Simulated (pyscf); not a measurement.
Thermochemistry of product channels of HI + silylene (SiH₂) [singlet] on the singlet surface, in kJ/mol, from ωB97M-D3(BJ)/def2-TZVP energies (ideal gas, 1 atm, RRHO with modes under 100 cm⁻¹ raised to 100, one conformer, R ln 2 for rigid chiral ones). Optimised with ωB97X-D3(BJ)/def2-SVP in PySCF.

| products | ΔE | ΔH(298 K) | ΔG(900 K) | ΔG(1200 K) |
|---|---|---|---|---|
| H₃Si–I | -308.9 | -293.6 | -163.4 | ___ |
| :HSi–I [singlet] + hydrogen (H₂) | ___ | -107.1 | -98.5 | -96.9 |

Problem. What belongs in the gaps?

Solution. 
- H₃Si–I, ΔG(1200 K): -120.8
- :HSi–I [singlet] + hydrogen (H₂), ΔE: -108.3

These are energies of the channels, which say nothing of barriers. Elements past Kr carry the def2 core potentials, without spin-orbit coupling.
